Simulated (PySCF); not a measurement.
C2F4. Atoms are numbered in the order given.

```xyz
6

F      0.0000     1.1095    -1.3956
C      0.0000     0.0000    -0.6722
F      0.0000    -1.1095    -1.3956
C      0.0000     0.0000     0.6722
F      0.0000    -1.1095     1.3956
F      0.0000     1.1095     1.3956
```

Geometry: PBE-D3(BJ)/def2-SVP.

The numbers are results of PySCF with PBE-D3(BJ)/def2-SVP, not measurements.

No scaling factor is applied to the harmonic values.

Computed normal modes with their intensities:
```tsv
mode	ν (cm⁻¹)	IR (km/mol)	moving atoms (share of kinetic energy)
1	189	0.0	F 100 %
2	200	4.2	F 92 %
3	389	0.0	F 100 %
4	403	1.4	C 76 %, F 24 %
5	478	0.0	C 93 %
6	532	0.0	F 84 %, C 16 %
7	545	1.5	F 84 %, C 16 %
8	784	0.0	F 96 %
9	1180	354.3	C 60 %, F 40 %
10	1330	409.7	C 68 %, F 32 %
11	1337	0.0	C 79 %, F 21 %
12	1859	0.0	C 95 %
```
